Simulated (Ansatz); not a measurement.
## Cost against result

Saddle point of CH$_{7}$OSi, doublet (CH₄O ([CH3][OH]) + SiH₃ → CH₃O ([CH2][OH]) + SiH₄; bonds formed: H1–Si4; bonds broken: H1–C2), PBE0-D4/def2-TZVP structure:

```json
{"atom": "H1", "x (Å)": "-0.0318", "y (Å)": "0.0949", "z (Å)": "0.2959"}
{"atom": "C2", "x (Å)": "0.1148", "y (Å)": "1.4043", "z (Å)": "-0.4887"}
{"atom": "O3", "x (Å)": "0.6503", "y (Å)": "1.0981", "z (Å)": "-1.7085"}
{"atom": "Si4", "x (Å)": "-0.1287", "y (Å)": "-1.4115", "z (Å)": "0.9781"}
{"atom": "H5", "x (Å)": "-0.9068", "y (Å)": "1.7863", "z (Å)": "-0.4845"}
{"atom": "H6", "x (Å)": "0.8220", "y (Å)": "1.9531", "z (Å)": "0.1259"}
{"atom": "H7", "x (Å)": "-0.0286", "y (Å)": "0.7183", "z (Å)": "-2.2723"}
{"atom": "H8", "x (Å)": "-0.8745", "y (Å)": "-1.3539", "z (Å)": "2.2659"}
{"atom": "H9", "x (Å)": "-0.8493", "y (Å)": "-2.3333", "z (Å)": "0.0546"}
{"atom": "H10", "x (Å)": "1.2327", "y (Å)": "-1.9565", "z (Å)": "1.2336"}
```

Barriers are electronic and count from the start structure reached by relaxing down the imaginary mode. Spin–orbit coupling is left out.

Ansatz 0.2.0; basis: as named in each row; cores frozen in the correlated methods; orbitals are unrestricted. B3LYP uses VWN-RPA correlation. Extrapolation: Hartree–Fock as exp(−7.88 √X), correlation as X^−2.97.

Times are rough, for one single point on 4 threads of a shared host (Arm Neoverse V2).

The estimate by CCSD(T) at an estimated basis limit (MP2 extrapolated from triple and quadruple zeta, plus CCSD(T) − MP2 in triple zeta) is 86.1 kJ/mol.

```
      method       basis  time (s)  barrier (kJ/mol)  method less estimate
          HF      STO-3G   under 1              87.4                   1.3
      PBE-D4      STO-3G   under 1              -9.6                 -95.7
       SPW92    def2-SVP   under 1              46.6                 -39.5
    B3LYP-D4       6-31G   under 1              83.5                  -2.6
      PBE-D4    def2-SVP   under 1              58.6                 -27.6
       SPW92  def2-TZVPP         1              46.3                 -39.8
     PBE0-D4    def2-SVP         1              72.6                 -13.5
      PBE-D4  def2-TZVPP         2              58.2                 -27.9
     BLYP-D4  def2-TZVPP         2              60.6                 -25.6
    B3LYP-D4  def2-TZVPP         3              70.0                 -16.1
     PBE0-D4  def2-TZVPP         3              70.5                 -15.6
    BHLYP-D4  def2-TZVPP         3              82.9                  -3.2
CAM-B3LYP-D4  def2-TZVPP         3              76.7                  -9.4
    PBE-QIDH  def2-TZVPP         4              84.9                  -1.3
   r2SCAN-D4  def2-TZVPP         4              65.6                 -20.6
      B2PLYP  def2-TZVPP         4              79.2                  -6.9
  RPA on PBE  def2-TZVPP         4              89.8                   3.7
     wB97M-V    def2-SVP         4              81.8                  -4.3
     CCSD(T)    def2-SVP         4              98.2                  12.1
  r2SCAN0-D4  def2-TZVPP         5              74.3                 -11.8
     wB97X-V  def2-TZVPP         8              76.7                  -9.4
     wB97M-V  def2-TZVPP         8              80.4                  -5.7
      B97M-V  def2-TZVPP         9              67.8                 -18.3
         MP2  def2-QZVPP        15              99.2                  13.0
     CCSD(T)  def2-TZVPP       130              88.7                   2.6
```

All methods are single points on the PBE0-D4 structures; a negative value means that the method puts the saddle structure below the start.

T1 diagnostic: at most 0.017. ⟨S²⟩ of the unrestricted Hartree–Fock references: 0.75 to 0.78 (a pure state has 0.75).

Radical steps of this kind take place in plasma deposition and etching.

Labels in which every atom is bracketed show which atoms are joined, not bond orders.
